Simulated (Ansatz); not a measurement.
## Worked example: correlation energy of PH2⁺, triplet

Geometry: displaced at random from a stationary point.

```yaml
atoms:
  - { symbol: P, position_ang: [0.0077, -0.0413, -0.0005] }
  - { symbol: H, position_ang: [-0.1571, 0.6513, -1.2286] }
  - { symbol: H, position_ang: [-0.0805, 0.6189, 1.2427] }
```

Basis cc-pVTZ; Ansatz 0.2.0. Correlated methods freeze the noble-gas cores, which leaves 6 electrons in 57 orbitals. R marks a restricted (for open shells ROHF) determinant, U an unrestricted one.

Full CI isn't at hand for all of this; UCCSDT(Q) serves as the reference, and is uncertain by about the last step of the cluster series.

Runs differ by some tens of microhartree through their thresholds and, for an open shell, their frozen cores, so steps under 0.03 kcal/mol mean nothing.

| level | total energy (hartree) |
| --- | --- |
| UHF | -341.543437 |
| UMP2 | -341.644455 |
| UCCSD | -341.667785 |
| UCCSD(T) | -341.671456 |
| UCCSDT | -341.672287 |
| UCCSDT(Q) | -341.672369 |

Q: What is the correlation energy at UCCSDT(Q), and what share of it do UMP2 and UCCSDT recover?

A: E(corr) = -341.672369 − (-341.543437) = -0.128932 hartree = -3.508 eV. UMP2: -0.101018 / -0.128932 = 78.35 %. UCCSDT: -0.128850 / -0.128932 = 99.94 %.

Q: By how many kcal/mol does UCCSD(T) miss UCCSDT(Q) (1 hartree = 627.509 kcal/mol), and which steps make up the rest?

A: -341.671456 − (-341.672369) = 0.000913 hartree = 0.57 kcal/mol. Steps: UCCSDT − UCCSD(T) = -0.52, UCCSDT(Q) − UCCSDT = -0.05 kcal/mol. That is within 1 kcal/mol of the reference in this basis, which itself misses far more of the correlation at the basis-set limit.
